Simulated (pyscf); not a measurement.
PySCF, gas phase, ωB97X-D3(BJ)/def2-SVP geometries.

For `[NH2][SiH2][OH]` + `[H][H]` -> `[NH2][SiH3]` + `[OH2]`, a four-centre exchange (singlet surface; O–Si, H–H broken, H–Si, H–O formed), PBE/def2-TZVP gives ΔE‡ = 189.3 kJ/mol and ΔE = +87.6 kJ/mol (zero: the separated reactants). In which direction and how far do r²SCAN/def2-TZVP, B3LYP-D3(BJ)/def2-TZVP, ωB97M-D3(BJ)/def2-TZVP move these?

r²SCAN: ΔE‡ = 204.5 kJ/mol, ΔE = +97.9 kJ/mol; B3LYP-D3(BJ): ΔE‡ = 217.0 kJ/mol, ΔE = +94.0 kJ/mol; ωB97M-D3(BJ): ΔE‡ = 212.8 kJ/mol, ΔE = +92.5 kJ/mol. PBE's barrier lies under all of them, by 15.1 to 27.7 kJ/mol. Its reaction energy lies under all of them, by 5.0 to 10.3 kJ/mol. This is the saddle that the search found; another between the same sides may lie lower.
